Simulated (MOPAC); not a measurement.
MOPAC input (PM3):

```
PM3 FORCE THERMO(298,298) PRECISE LET CHARGE=-1 GEO-OK AUX(PRECISION=9) THREADS=1
C4H3O

O     0.00853369 1    0.08095496 1    1.17471753 1
C     0.01532604 1    1.17528844 1    0.40556941 1
C    -0.00900488 1   -1.06002951 1    0.37308520 1
C     0.00216440 1    0.76564413 1   -0.93498266 1
C    -0.01331801 1   -0.66250937 1   -0.94612070 1
H    -0.01629738 1   -2.02752778 1    0.85566024 1
H     0.00342037 1    1.40799375 1   -1.80526295 1
H    -0.02591497 1   -1.30024656 1   -1.82265437 1
```

Which zero-point energy does it print?

35.82 kcal/mol, from the harmonic wavenumbers of PM3.
